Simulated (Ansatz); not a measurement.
## Ansatz (development build ahead of 0.2.0) run

```yaml
crystal:
  periodic: [false, false, false]
  atoms:
    - { symbol: O, position_ang: [0.0, 1.10381, -0.22854] }
    - { symbol: O, position_ang: [0.0, 0.0, 0.45708] }
    - { symbol: O, position_ang: [0.0, -2.64914, -1.18842] }
basis:
  gaussian: { orbitals: pcseg-2 }
magnetization:
  spin_polarized: true
hamiltonian:
  xc: { name: wB97X }
```

The input is written out in the form of the current development build from the run's settings.

Results

```json
{
  "Converged": "yes",
  "Total energy": "-225.41028 hartree",
  "Spin squared of the determinant": "2.013",
  "Stability test": "minimum"
}
```

Caution: the unrestricted determinant is a mixture of spin states.
